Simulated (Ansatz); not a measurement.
This Ansatz (a program for electronic structure) input (wB97M-V/6-31G**) gives -291.81925 Eh with 39 basis functions. A basis named .json is the Basis Set Exchange file of that set (core-valence sets with the plain set on hydrogen).

Ansatz 0.2 input:
```yaml
crystal:
  periodic: [false, false, false]
  atoms:
    - {symbol: Si, position_ang: [-0.00000000, -0.00000000, 0.00000000]}
    - {symbol: H, position_ang: [0.87559489, 0.85467525, 0.83309847]}
    - {symbol: H, position_ang: [-0.82219976, -0.86546541, 0.87529791]}
    - {symbol: H, position_ang: [-0.88619780, 0.85452031, -0.82197187]}
    - {symbol: H, position_ang: [0.83280267, -0.84373015, -0.88642451]}
basis:
  gaussian:
    orbitals: 6-31G__.json
hamiltonian:
  xc: {name: wB97M-V}
magnetization: {spin_polarized: false}
```

Change:
```diff
- orbitals: 6-31G__.json
+ orbitals: 3-21G.json
```

Task: What does the run give now?

Result: -290.27944 Eh (wB97M-V/3-21G, 21 functions), a change of +1539.81 mEh.
